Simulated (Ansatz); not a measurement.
# CHOSi: the cost of one run

Computed with Ansatz 0.2.0, Gaussian basis. Level: def2-QZVPP, core rule «outside noble gas», up to 7 orbitals frozen.

To be run: UHF; ROHF; CCSD(T) on UHF.

2 further runs of the same task are left out: 2 set aside as unsound or not needed.

### Step 1. The geometry

The geometry is a PBE0/def2-TZVP stationary point (not a proven minimum).

4 atoms, charge 0, spin multiplicity 2.

Atoms are counted from 1 here; the program's logs count them from 0.

Bond lengths: C1–Si2 1.734 Å, C1–H4 1.091 Å, Si2–O3 1.512 Å. Angles: Si2–C1–H4 122.7°, C1–Si2–O3 156.4°.

### Step 2. UHF

Input file in.yaml:

```yaml
crystal:
  periodic: [false, false, false]
  atoms:
    - {symbol: C, position_ang: [0.000000, -0.252496, 1.704393]}
    - {symbol: Si, position_ang: [0.000000, 0.153083, 0.018811]}
    - {symbol: O, position_ang: [0.000000, -0.110768, -1.469523]}
    - {symbol: H, position_ang: [0.000000, 0.501477, 2.492415]}
basis:
  gaussian: {orbitals: "def2-QZVPP.json"}
magnetization: {spin_polarized: true, initial_magnetization: 1}
hamiltonian: {xc: hf}
output: {orbitals: {seedname: orbitals}}
```

The run is started by

```bash
> ansatz run in.yaml --threads 1 --pin off --events-out ev --progress --plain --max-ram 2393MiB
```

Q: Estimate wall time and peak memory on 1 thread of Arm Neoverse V2, shared host.

About 39 s, with a peak of 0.48 GiB.
